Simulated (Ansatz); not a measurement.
# AlBH₅ (doublet): from Hartree-Fock to the top rungs at distance Al1–H4 along a hydrogen transfer = 1.475 Å, cc-pVDZ

Aim: climb from Hartree-Fock through coupled cluster and multireference methods for AlBH₅ (doublet) at one geometry and basis, and see what each rung misses.

Program: Ansatz 0.2.0, Gaussian basis. Level of theory: cc-pVDZ, core rule «outside noble gas», up to 6 orbitals frozen. These are calculated values, not measurements.

To be run: UHF; CCSD(T) on ROHF; CCSD(T) on UHF; BCCD(T) on ROHF; CISD; CCSDT(Q) on ROHF; CCSDT(Q) on UHF; CASSCF and MRCISD+Q, 3 electrons in 3 orbitals; CASSCF and NEVPT2, 3 electrons in 3 orbitals; CASSCF and NEVPT2, 9 electrons in 9 orbitals.

8 further runs of the same task are left out: 2 for a mislabelled method, 5 that didn't finish, 1 set aside as unsound or not needed.

### 1 What is computed

The geometry derives from fragments relaxed apart (PBE0/def2-TZVP) and kept rigid, so it is no stationary point. A hydrogen atom is moved between rigid fragments.

7 atoms, charge 0, spin multiplicity 2.

Atoms are counted from 1 here; the program's logs count them from 0.

Bond lengths: Al1–H2 1.586 Å, Al1–H3 1.586 Å, Al1–H4 1.475 Å, B5–H6 1.191 Å, B5–H7 1.191 Å. Angles: H2–Al1–H3 120.0°, H2–Al1–H4 120.0°, H3–Al1–H4 120.0°, H6–B5–H7 129.4°.

### 2 UHF

The input, in.yaml:

```yaml
crystal:
  periodic: [false, false, false]
  atoms:
    - {symbol: Al, position_ang: [-1.081767, 0.000000, 0.000000]}
    - {symbol: H, position_ang: [-1.874690, 1.373384, 0.000000]}
    - {symbol: H, position_ang: [-1.874690, -1.373384, 0.000000]}
    - {symbol: H, position_ang: [0.393233, 0.000000, 0.000000]}
    - {symbol: B, position_ang: [2.459233, 0.000000, 0.000000]}
    - {symbol: H, position_ang: [2.968307, 0.000000, 1.077008]}
    - {symbol: H, position_ang: [2.968307, 0.000000, -1.077008]}
basis:
  gaussian: {orbitals: cc-pVDZ}
magnetization: {spin_polarized: true, initial_magnetization: 1}
hamiltonian: {xc: hf}
output: {orbitals: {seedname: orbitals}}
```

Run with:

```bash
$ ansatz run in.yaml --threads 1 --pin off --events-out ev --progress --plain --max-ram 2393MiB
```

Further steps of the session: CCSD(T) on ROHF; CCSD(T) on UHF; BCCD(T) on ROHF; CISD; CCSDT(Q) on ROHF; CCSDT(Q) on UHF; CASSCF and MRCISD+Q, 3 electrons in 3 orbitals; CASSCF and NEVPT2, 3 electrons in 3 orbitals; CASSCF and NEVPT2, 9 electrons in 9 orbitals.

**Question.** What will the summary of the whole plan be? Wanted: UCCSDT(Q) below the RHF energy; RMP2 from UCCSDT(Q); UMP2 from UCCSDT(Q); RCCSD from UCCSDT(Q); RCCSD(T) from UCCSDT(Q); UCCSD(T) from UCCSDT(Q); RCCSDT(Q) from UCCSDT(Q); NEVPT2 pair from UCCSDT(Q); MRCISD+Q pair from UCCSDT(Q).

**Answer**, as computed:

```
                         quantity                                                                  value
   UCCSDT(Q) below the RHF energy                                                             -5.4306 eV
              RMP2 from UCCSDT(Q)                                                          +127.4 kJ/mol
              UMP2 from UCCSDT(Q)                                                          +127.1 kJ/mol
             RCCSD from UCCSDT(Q)                                                            +9.9 kJ/mol
          RCCSD(T) from UCCSDT(Q)                                                            +2.5 kJ/mol
          UCCSD(T) from UCCSDT(Q)                                                            +2.5 kJ/mol
         RCCSDT(Q) from UCCSDT(Q)                                                             0.0 kJ/mol
       NEVPT2 pair from UCCSDT(Q)                                                          +127.5 kJ/mol
     MRCISD+Q pair from UCCSDT(Q)                                                            +0.3 kJ/mol
   NEVPT2 frontier from UCCSDT(Q)                                                          +125.7 kJ/mol
levels within 1 kcal/mol (43 meV)  RCCSD(T), UCCSD(T), BCCD(T), RCCSDT, UCCSDT, RCCSDT(Q), MRCISD+Q pair
                    T1 diagnostic                                                                  0.015
```

In words: RCCSD(T) lands +2.5 kJ/mol from the yardstick (0.5 % of the correlation energy). Of the multireference levels listed MRCISD+Q pair comes nearest in total energy (+0.3 kJ/mol), which doesn't show that its space is the better one. These misses are within one basis, not against nature; the frozen cores of restricted and unrestricted runs differ, which can shift their rows.
